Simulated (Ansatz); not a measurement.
in.yaml

```yaml
crystal:
  periodic: [false, false, false]
  atoms:
    - {symbol: B, position_ang: [0.000000, 0.000000, 0.000000]}
    - {symbol: S, position_ang: [0.000000, 0.000000, 2.338000]}
basis:
  gaussian: {orbitals: 6-31G}
total_charge: 1
magnetization: {spin_polarized: true, initial_magnetization: 2}
hamiltonian: {xc: {name: PBE}}
correlation: {method: rpa, electrons: outside_noble_gas}
```

```sh
$ ansatz run in.yaml --threads 1 --pin off --events-out ev --progress --plain --max-ram 2393MiB
```

Log:

```
266 factors; integrals over basis functions are off by at most 1.9e-4 eV
mean field evaluation 1: about -11482.6838 eV, gradient 2.6e1 eV
mean field evaluation 2: about -11482.6823 eV, gradient 2.6e1 eV
mean field evaluation 4: about -11459.0683 eV, gradient 6.0e1 eV
mean field evaluation 8: about -11490.2531 eV, gradient 1.8e-1 eV
mean field evaluation 16: about -11490.2518 eV, gradient 1.8e-5 eV
mean field evaluation 32: about -11490.2703 eV, gradient 1.8e-2 eV
mean field evaluation 64: about -11485.6295 eV, gradient 3.3e0 eV
mean field evaluation 96: about -11490.1723 eV, gradient 1.8e-6 eV
mean field evaluation 128: about -11490.1722 eV, gradient 6.3e-2 eV
mean field evaluation 160: about -11490.2701 eV, gradient 1.3e-1 eV
mean field evaluation 192: about -11490.1724 eV, gradient 1.8e0 eV
mean field evaluation 224: about -11464.2275 eV, gradient 2.2e1 eV
mean field -11490.27033249 eV, -422.2596463341 hartree, gradient 7.1e-6 eV, S^2 2.046362; 19 other end points of the search recorded, 0 dependent functions left out
6 core orbitals not correlated: weight in the atoms' cores, before any rotation towards them, 1.000 or more for the frozen orbitals, at most 0.000 for the correlated occupied ones
reference -11475.07743390 eV, -421.7013176088 hartree; 5, 3 occupied and 11, 13 virtual orbitals, 266 factors
Total energy: -11479.69135095 eV, -421.8708759331 hartree
```

Ran on 1 thread of Intel Xeon Platinum 8259CL, shared host: 7.5 s wall, 0.15 GiB peak host memory.
